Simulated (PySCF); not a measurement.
Computed with PySCF with ωB97X-D3(BJ)/def2-TZVP // PBE0-D3(BJ)/def2-SVP. Gas-phase values, no solvent. Delta-SCF ions had no search for a lower state. 

Reference species (SMILES): `S` (neutral, multiplicity 1).

| Item | Result |
|---|---|
| HOMO | -10.00 eV |
| vertical ionisation energy (Delta-SCF) | 10.48 eV |

Changed species: `C#N` (free base NCH; the reference has free base H2S).

What does the change do to the HOMO and vertical ionisation energy (Delta-SCF)?

the HOMO falls by 2.97 eV, to -12.97 eV; the vertical ionisation energy (Delta-SCF) rises by 3.18 eV, to 13.66 eV.
